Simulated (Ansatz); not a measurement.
We consider rock-salt LiCl, described by B3LYP (VWN-RPA form) in Ansatz (plane waves, PAW).

Total energies, extrapolated to zero smearing (they compare only within this program, potentials and cutoff; free atoms with spin allowed, lowest state found):

| system | energy (eV/atom) |
|---|---|
| rock-salt LiCl, relaxed | -647.0804 |
| free Li atom | -203.9162 |
| free Cl atom | -1083.6503 |

Work out the cohesive energy per atom.

E_coh = [1 × (-203.9162) + 1 × (-1083.6503)]/2 − (-647.0804) = 3.30 eV/atom. The reference value is 3.59 eV/atom (measured, static lattice: zero-point vibration energy added; as tabulated in Mejia-Rodriguez and Trickey (2018), arXiv:1807.09216), a difference of -0.29 eV/atom.

The PAW data were made under PBE.

Ansatz is a quantum-chemistry and plane-wave program.
